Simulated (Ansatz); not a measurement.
# NO+ (SMILES N#[O+]) at wB97X/aug-cc-pVTZ

Aim: the energy change on altering one bond length of NO+ at wB97X/aug-cc-pVTZ, from 2 runs. 

The calculation is run with Ansatz 0.2.0.

1 further run of the same task is left out (set aside as unsound or not needed).

### Step 1. The structure to begin with

The species is NO+ (2 atoms), meant as a singlet with charge +1. SMILES: `N#[O+]`. Geometry: the measured bond length.

Bond lengths: N1–O2 1.063 Å.

### Step 2. The energy at wB97X/aug-cc-pVTZ

molecule.yaml reads:

```yaml
crystal:
  periodic: [false, false, false]
  atoms:
    - {symbol: N, position_ang: [0.000000, 0.000000, 0.000000]}
    - {symbol: O, position_ang: [0.000000, 0.000000, 1.063220]}
basis:
  gaussian:
    orbitals: aug-cc-pVTZ
total_charge: 1
hamiltonian:
  xc: {name: wB97X}
accuracy: high
output: {orbitals: {seedname: orbitals}}
```

Launch:

```bash
$ ansatz run molecule.yaml --threads 1 --pin off --max-ram 3480MiB --events-out events.jsonl --progress --plain --runs-dir runs
```

The program printed:

```text
Warning: RAYON_NUM_THREADS=1 ignored (pool sized by the plan → 1); use --threads N
Functional definition: wB97X
  name "wB97X"
  parameter omega = 0.3/bohr
  parameter cx = 0.157706
  parameter cx1 = 0.726479
  parameter cx2 = 1.04760
  parameter cx3 = -5.70635
  parameter cx4 = 13.2794
  parameter css1 = -4.33879
  parameter css2 = 18.2308
  parameter css3 = -31.7430
  parameter css4 = 17.2901
  parameter cos1 = 2.37031
  parameter cos2 = -11.3995
  parameter cos3 = 6.58405
  parameter cos4 = -3.78132
  exchange = spin_sum(e_x_unif_sr(omega)*poly(b97_u_x, 1 - cx, cx1, cx2, cx3, cx4)) + cx*exact_x_sr(omega)
      + exact_x_lr(omega)
  correlation = spin_sum(e_c_pw_same_spin*poly(b97_u_same, 1, css1, css2, css3, css4))
      + integral(e_c_pw_opposite_spin*poly(b97_u_opposite, 1, cos1, cos2, cos3, cos4))
1267 factors; integrals over basis functions are off by at most 2.7e-9 eV
235 factors; integrals over basis functions are off by at most 1.6e-9 eV
mean field evaluation 1: about -3522.4413 eV, gradient 4.9e1 eV
mean field evaluation 2: about -3517.8885 eV, gradient 7.3e1 eV
mean field evaluation 4: about -3525.5675 eV, gradient 7.3e-1 eV
mean field evaluation 8: about -3525.5686 eV, gradient 1.3e-2 eV
mean field evaluation 16: about -3525.5686 eV, gradient 2.8e-7 eV
mean field -3525.56859621 eV, -129.5622561947 hartree, gradient 7.1e-8 eV, S^2 0.000000; 0 other end points of the search recorded, 0 dependent functions left out
reference -3525.56859383 eV, -129.5622561070 hartree; 7, 7 occupied and 85, 85 virtual orbitals, 1267 factors
Total energy: -3525.56859383 eV, -129.5622561070 hartree
```

It took 4.5 s on 1 thread of Arm Neoverse V2, shared host; peak memory 0.23 GiB.

### Step 3. The distorted shape

job.yaml reads:

```yaml
crystal:
  periodic: [false, false, false]
  atoms:
    - {symbol: "N", position_ang: [0.000000, 0.000000, -0.159480]}
    - {symbol: O, position_ang: [0.000000, 0.000000, 1.063220]}
basis:
  gaussian: {orbitals: aug-cc-pVTZ}
total_charge: 1
accuracy: high
hamiltonian: {xc: {name: wB97X}}
output: {orbitals: {seedname: orbitals}}
magnetization: {spin_polarized: false}
```

Launch:

```bash
$ ansatz run job.yaml --threads 1 --pin off --max-ram 3480MiB --events-out events.jsonl --progress --plain --runs-dir runs
```

The program printed, shortened:

```text
Warning: RAYON_NUM_THREADS=1 ignored (pool sized by the plan → 1); use --threads N
Functional definition: wB97X
  name "wB97X"
[...]
      + exact_x_lr(omega)
[...]
      + integral(e_c_pw_opposite_spin*poly(b97_u_opposite, 1, cos1, cos2, cos3, cos4))
1266 factors; integrals over basis functions are off by at most 3.0e-9 eV
243 factors; integrals over basis functions are off by at most 1.7e-9 eV
[...]
mean field -3523.90000646 eV, -129.5009366523 hartree, gradient 4.7e-8 eV, S^2 0.000000; 0 other end points of the search recorded, 0 dependent functions left out
reference -3523.90000424 eV, -129.5009365705 hartree; 7, 7 occupied and 85, 85 virtual orbitals, 1266 factors
Total energy: -3523.90000424 eV, -129.5009365705 hartree
```

Wall time 4.8 s (1 thread of Arm Neoverse V2, shared host); peak memory 0.23 GiB.

### Step 4. What came out

At wB97X/aug-cc-pVTZ:

```
                                                         quantity          value
                                        first shape: total energy  -129.56226 Eh
                                         first shape: HOMO energy      -27.93 eV
                                         first shape: LUMO energy      -10.33 eV
                                       first shape: HOMO–LUMO gap       17.60 eV
                                    distorted shape: total energy  -129.50094 Eh
                                     distorted shape: HOMO energy      -27.50 eV
                                     distorted shape: LUMO energy      -12.04 eV
                                   distorted shape: HOMO–LUMO gap       15.46 eV
energy change with the N1–O2 bond stretched from 1.063 to 1.223 Å       1.669 eV
```

In words: With the N1–O2 bond stretched from 1.063 to 1.223 Å the energy rises by 1.67 eV (161 kJ/mol). The first shape isn't relaxed at this level, so the change isn't measured from a minimum.
